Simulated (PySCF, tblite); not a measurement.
Complex of Al3+ and water

A gas-phase complex of Al3+ and water; charge +3, singlet. The structure comes from a short search (6 tight-binding starts) and was relaxed by PBE0-D3(BJ)/def2-TZVPD; another way of binding may lie lower. Frequencies by PBE0-D3(BJ)/def2-TZVPD show no clear imaginary mode.

Parts: 1 = Al3+ ([Al+3]), atoms 1, charge +3; 2 = water (O), atoms 2–4.

| atom | part | x (Å) | y (Å) | z (Å) |
| --- | --- | --- | --- | --- |
| Al1 | 1 | 0.318 | -0.149 | -0.766 |
| O2 | 2 | 1.046 | -0.069 | -2.330 |
| H3 | 2 | 1.708 | 0.634 | -2.654 |
| H4 | 2 | 0.896 | -0.715 | -3.102 |

Contacts between parts, classed by geometry: Al1···O2 1.727 Å (bond).

The parts are joined by the bond Al1–O2, so these are energies of forming such bonds; deforming the relaxed parts to their shape in the adduct costs 3.6 kcal/mol, which the interaction energies leave out.

Interaction energies are complex less parts, with the parts frozen as they stand in it; counterpoise-corrected, in kcal/mol (PySCF). The CCSD(T) estimate is Hartree-Fock/aug-cc-pVQZ, plus the MP2 correlation part extrapolated as X⁻³ from aug-cc-pVTZ and aug-cc-pVQZ, plus CCSD(T) less MP2 in aug-cc-pVDZ; noble-gas cores are frozen. It isn't the exact limit.

| level | interaction | superposition error removed |
| --- | --- | --- |
| Hartree-Fock/aug-cc-pVQZ | -202.32 | - |
| wB97M-D3(BJ)/def2-TZVPD | -206.98 | -0.10 |
| PBE0-D3(BJ)/def2-TZVPD | -208.28 | -0.11 |
| MP2/aug-cc-pVQZ | -198.42 | -0.22 |

(1) What does CCSD(T) at its estimated basis limit give, and which of these levels comes nearest?

(2) What holds them together? Decompose the wB97M-D3(BJ)/def2-TZVPD energy: frozen parts, their antisymmetrised product, then relaxation.

The parts were also relaxed and run alone, at the levels used for the complex: shieldings by PBE0/pcSseg-2; core levels by delta-SCF with SCAN, pcX-2 on the ionised atom and pcseg-1 elsewhere, spin-free X2C (2p3/2 is the spin-free 2p value less a third of a first-order spin-orbit splitting).

Values alone: shielding of Al1 (ppm): 766.2; shielding of O2 (ppm): 329.1; Al1 2p3/2 core level (eV): 119.93; O2 1s core level (eV): 539.76.

(3) How do these values change when the complex forms?

(4) What are the binding energy from relaxed parts (wB97M-D3(BJ)/def2-TZVPD), and ΔH and ΔG of association at 298.15 K and 1 atm?

## Answers

(1) -198.04 kcal/mol. MP2/aug-cc-pVQZ is nearest, off by -0.38; the errors are Hartree-Fock/aug-cc-pVQZ -4.28, wB97M-D3(BJ)/def2-TZVPD -8.94, PBE0-D3(BJ)/def2-TZVPD -10.23, MP2/aug-cc-pVQZ -0.38.

(2) electrostatic -109.4, Pauli repulsion +46.9, orbital relaxation -143.5, dispersion correction -1.1 kcal/mol, which sum to the value before the counterpoise correction; the Pauli term holds the exchange-correlation of the frozen density too. Of the attraction, 56 % is orbital relaxation, 43 % is electrostatic, 0 % is dispersion correction.

(3) 
| property | alone | in the complex | change |
| --- | --- | --- | --- |
| shielding of Al1 (ppm) | 766.2 | 669.4 | -96.7 |
| shielding of O2 (ppm) | 329.1 | 311.9 | -17.2 |
| Al1 2p3/2 core level (eV) | 119.93 | 111.94 | -7.99 |
| O2 1s core level (eV) | 539.76 | 562.54 | +22.78 |

(4) -203.38 kcal/mol, -202.48 with zero-point energy; ΔH -203.8 and ΔG -196.3 kcal/mol, from harmonic vibrations by PBE0-D3(BJ)/def2-TZVPD with low modes damped.

Multiply charged ions in the gas phase bind far more strongly than in solution.
